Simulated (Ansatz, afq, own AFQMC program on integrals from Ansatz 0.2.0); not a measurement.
**Atomization energy of AlPH, doublet**

```yaml
atoms:
  - { symbol: Al, position_ang: [0.0000, 0.0000, 0.1876] }
  - { symbol: P, position_ang: [0.0000, 0.0000, -1.9566] }
  - { symbol: H, position_ang: [0.0000, 0.0000, 1.7690] }
```

Connectivity, by distances: AlH–P.

Atoms in their ground-state spins without spin–orbit coupling (mostly on UHF) minus the molecule (ROHF), without zero-point energy. The geometry is a stationary point, not shown to be a minimum.

Basis 6-31G. Noble-gas cores (and the filled d shells of Ga–Kr and In–Xe) are frozen. Ansatz 0.2.0 and our own AFQMC program on the same integrals; the CISD trial comes from CCSD amplitudes, and released means the phaseless constraint is let go. ± is one standard error of the sampling. The errors of all members are added in quadrature.

Full CI on the same integrals is exact in this basis and with this determinant's frozen core.

Errors are counted within 6-31G, not against nature.

Reference (full CI): 77.0 kcal/mol.

```tsv
level	atomization energy (kcal/mol)	error against FCI (kcal/mol)
HF	41.3	-35.7
MP2	72.2	-4.8
CCSD	74.0	-3.0
CCSD(T)	76.2	-0.8
ph-AFQMC/HF	77.6 ± 0.6	0.6 ± 0.6
ph-AFQMC/CISD	76.8 ± 0.1	-0.2 ± 0.1
released AFQMC	76.9 ± 0.05	-0.1 ± 0.05
```

Correlation beyond CCSD(T) adds 0.8 kcal/mol. The perturbative (T) step is worth +2.2 kcal/mol.

A walk keeps the symmetry of its determinant, which the program's search chose and which needn't be the lowest solution, so a lower state of the same spin and another symmetry isn't excluded. Released energies are given only where the last usable release times agree within the noise; a slower fall can still hide under it.
